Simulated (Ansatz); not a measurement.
Energy needed to pull apart C$_{2}$H$_{6}$O (SMILES CCO), singlet, into free ground-state atoms, from the structure below (displaced at random from a GFN2-xTB minimum); no zero-point or spin–orbit terms; open-shell atoms are treated unrestricted, in their ground-state multiplicity.

C1  (-0.561, 0.578, -0.471)
C2  (0.319, -0.622, -0.029)
O3  (1.209, -0.278, 1.046)
H4  (-1.180, 0.270, -1.345)
H5  (0.079, 1.422, -0.803)
H6  (-1.211, 0.930, 0.356)
H7  (0.971, -0.990, -0.837)
H8  (-0.357, -1.478, 0.294)
H9  (0.681, 0.094, 1.798)
(Å)

Ansatz 0.2.0; basis: def2-TZVPP; cores frozen in the correlated methods.

```json
{"method": "PBE-D4", "atomization energy (kcal/mol)": "822.6"}
{"method": "r2SCAN-D4", "atomization energy (kcal/mol)": "?"}
{"method": "B97M-V", "atomization energy (kcal/mol)": "?"}
{"method": "PBE0-D4", "atomization energy (kcal/mol)": "807.7"}
{"method": "HSE06-D4", "atomization energy (kcal/mol)": "808.4"}
{"method": "wB97M-V", "atomization energy (kcal/mol)": "808.9"}
{"method": "HF", "atomization energy (kcal/mol)": "591.3"}
{"method": "MP2", "atomization energy (kcal/mol)": "797.6"}
{"method": "CCSD", "atomization energy (kcal/mol)": "780.0"}
{"method": "CCSD(T)", "atomization energy (kcal/mol)": "790.0"}
```

(1) What does r2SCAN-D4 give? (To be estimated.)

(2) What does B97M-V give? (To be estimated.)

No T1 diagnostic of these runs exceeds 0.010.

Results:

(1) The calculation gives: 807.7 kcal/mol, which is about 17.7 kcal/mol more than CCSD(T)/def2-TZVPP.

(2) Computed: 805.5 kcal/mol, which is about 15.5 kcal/mol more than CCSD(T)/def2-TZVPP.

In triple zeta the MP2 and coupled-cluster atomization energies are still short of their basis limit by a few kcal/mol a bond, whereas those of the functionals are nearly converged, so these differences are not deviations from converged CCSD(T).

For scale, one of the runs: CCSD(T)/def2-TZVPP forces, 177 basis functions (an equivalent command: `ansatz run in.yaml --threads 4`). Hardware: 4 CPU threads, shared host. Wall time 100 s; peak host memory 3.4 GiB.
